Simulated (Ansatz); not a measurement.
bcc Rb was calculated with rVV10 (Ansatz, a first-principles code, PAW).

Settings: plane-wave cutoff 520 eV, 14×14×14 k mesh, Fermi–Dirac smearing 0.05 eV, scalar-relativistic PAW data made under PBE.

Computed at the level's own relaxed cell.

### Question
Predict the volume per atom, bulk modulus, lattice constant a and pressure derivative B′ of the bulk modulus.

### Answer

volume per atom: 81.82 Å³/atom
bulk modulus: 3.40 GPa
lattice constant a: 5.470 Å
pressure derivative B′ of the bulk modulus: 3.8

The run finds no gap.

Measured, for comparison: equilibrium volume per atom 86.68 Å³/atom, lattice constant a 5.576 Å (low-temperature or extrapolated to 0 K; zero-point anharmonic expansion removed; as tabulated in Csonka et al. (2009), arXiv:0903.4037); bulk modulus 2.92 GPa (corrected for temperature and zero-point phonon effects, our sources range from 2.92 to 3.60; as tabulated in Levämäki et al. (2014), arXiv:1402.3671). Computed (rounded) less measured: equilibrium volume per atom -5.6 %, bulk modulus not scored (sources differ), lattice constant a -1.9 %.

Computed values are for the static lattice.

Computing time: around 80 core-seconds (rough).
